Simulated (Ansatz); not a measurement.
Results of LDA in Ansatz (plane waves, PAW) for hcp Tc.

Numerical settings: plane-wave cutoff 520 eV, 18×18×12 k mesh (along the axes of the cell as run), Fermi–Dirac smearing 0.1 eV, perturbation theory, no spin polarisation, scalar-relativistic PAW data made under PBE.

The cell has the measured lattice parameters. Conventional cell: a = 2.7412 Å, b = 2.7412 Å, c = 4.3990 Å, α = 90.00°, β = 90.00°, γ = 120.00°.

Harmonic phonon frequencies (cm⁻¹; i marks an imaginary mode):

| q point | frequencies |
|---|---|
| Γ | ___ |
| M | ___ |
| K | 159 172 178 178 214 214 |

### Question
What belongs in the gaps?

### Answer

- Γ, frequencies: 0 0 0 44 137 137
- M, frequencies: 111 128 143 189 216 226

No imaginary mode appears at these points.

Note: the cell isn't this level's own, so it is under some stress, which shifts stiffness and frequencies.

Ansatz is a program for electronic structure.
